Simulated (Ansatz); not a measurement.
Reaction (ligand exchange at the Al–C bond): `[CH3][AlH][CH3]` + HCl → `[CH3][AlH][Cl]` + CH₄

Computed with Ansatz on PBE0-D4/def2-TZVP structures; ΔE is electronic, products minus reactants. CCSD(T)/CBS is the MP2 limit (def2-TZVPP, def2-QZVPP) plus CCSD(T) − MP2 in def2-TZVPP, frozen cores. This one scheme is used for every species. Functionals use def2-TZVPP.

CCSD(T)/CBS gives -181.7 kJ/mol.

(1) Another level gave -188.9 kJ/mol. Which?
A. revPBE-D4/def2-TZVPP
B. BHLYP-D4/def2-TZVPP
C. HF/def2-TZVPP
D. PBE0/def2-TZVPP

Largest T1 diagnostic among the species: 0.009.

Answers

(1) B. BHLYP-D4 -188.9, PBE0 -179.9, HF/def2-TZVPP -197.0, revPBE-D4 -174.7 kJ/mol.

In def2-TZVPP, CCSD(T) changes the Hartree–Fock value by +17.7 kJ/mol (the triples alone add +1.2 kJ/mol) and MP2 by +13.0 kJ/mol. From PBE to PBE0 (25 % exact exchange), in def2-TZVPP and without D4, ΔE moves by −3.9 kJ/mol. At CCSD(T), def2-SVP lies −5.8 kJ/mol from the extrapolated value and def2-TZVPP +2.4 kJ/mol.
